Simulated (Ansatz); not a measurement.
**CH5NO2: basis-set convergence**

How large a basis does CH5NO2 need? Two functionals are run in growing sets.

Program: Ansatz 0.2.0, Gaussian basis. Level of theory: one geometry, several basis sets. These are calculated values, not measurements.

The runs, in order: PBE0-D4/def2-SVP; ωB97M-V/def2-SVP; PBE0-D4/def2-QZVPP; ωB97M-V/def2-QZVPP; the functionals' def2-TZVPP values are taken from earlier runs.

## 1. The geometry

The geometry comes from an earlier relaxation with PBE0-D4 in a triple-zeta def2 set; it is a stationary point, not always the lowest conformer.

SMILES `NC(O)O`, 9 atoms, charge 0, spin multiplicity 1.

Atoms are counted from 1 here; the program's logs count them from 0.

Bond lengths: N1–C2 1.431 Å, N1–H5 1.011 Å, N1–H6 1.011 Å, C2–O3 1.398 Å, C2–O4 1.390 Å, C2–H7 1.101 Å, O3–H8 0.961 Å, O4–H9 0.966 Å. Angles: C2–N1–H5 110.6°, C2–N1–H6 110.7°, H5–N1–H6 109.4°, N1–C2–O3 105.1°, N1–C2–O4 110.0°, N1–C2–H7 114.9°, O3–C2–O4 112.8°, O3–C2–H7 110.0°, O4–C2–H7 104.3°, C2–O3–H8 107.2°, C2–O4–H9 105.7°.

As a file:

```xyz
9

N    -0.39037    0.99768   -0.46151
C     0.29101   -0.14190    0.07316
O    -0.17700   -1.22845   -0.67243
O     0.01956   -0.26366    1.43126
H    -0.38722    0.97250   -1.47246
H     0.04421    1.85411   -0.14616
H     1.38992   -0.09329    0.01914
H     0.23054   -2.01940   -0.30923
H    -0.93204   -0.12390    1.52115
```

## 2. PBE0-D4 in def2-SVP

Contents of in.yaml:

```yaml
crystal:
  periodic: [false, false, false]
  atoms:
    - {symbol: N, position_ang: [-0.390370, 0.997679, -0.461514]}
    - {symbol: C, position_ang: [0.291012, -0.141897, 0.073161]}
    - {symbol: O, position_ang: [-0.177004, -1.228450, -0.672434]}
    - {symbol: O, position_ang: [0.019562, -0.263663, 1.431256]}
    - {symbol: H, position_ang: [-0.387225, 0.972503, -1.472461]}
    - {symbol: H, position_ang: [0.044207, 1.854115, -0.146162]}
    - {symbol: H, position_ang: [1.389918, -0.093287, 0.019138]}
    - {symbol: H, position_ang: [0.230542, -2.019401, -0.309235]}
    - {symbol: H, position_ang: [-0.932043, -0.123897, 1.521151]}
basis:
  gaussian: {orbitals: def2-SVP}
hamiltonian: {xc: pbe0, dispersion: d4}
output: {orbitals: {seedname: orbitals}}
```

On the command line:

```bash
ansatz run in.yaml --threads 2 --pin off --events-out ev --progress --plain --max-ram 4352MiB
```

The runs that follow: ωB97M-V in def2-SVP; PBE0-D4 in def2-QZVPP; ωB97M-V in def2-QZVPP.

Before running them: what should the planned runs give, taken together? Wanted: PBE0-D4: double and triple zeta above quadruple; ωB97M-V: double and triple zeta above quadruple.

**Answer**, as computed:

| quantity | value |
| --- | --- |
| PBE0-D4: double and triple zeta above quadruple | 8.47, 0.39 eV |
| ωB97M-V: double and triple zeta above quadruple | 8.71, 0.38 eV |

What this shows: For PBE0-D4 the step from double to triple zeta gains 8.08 eV and the next only 0.39 eV. These are total energies; as a rule much of such shifts cancels in differences, which this series doesn't test. The LUMO of ωB97M-V is positive and keeps falling with the basis (3.45 to 1.76 eV): an unbound level that the basis holds in place.
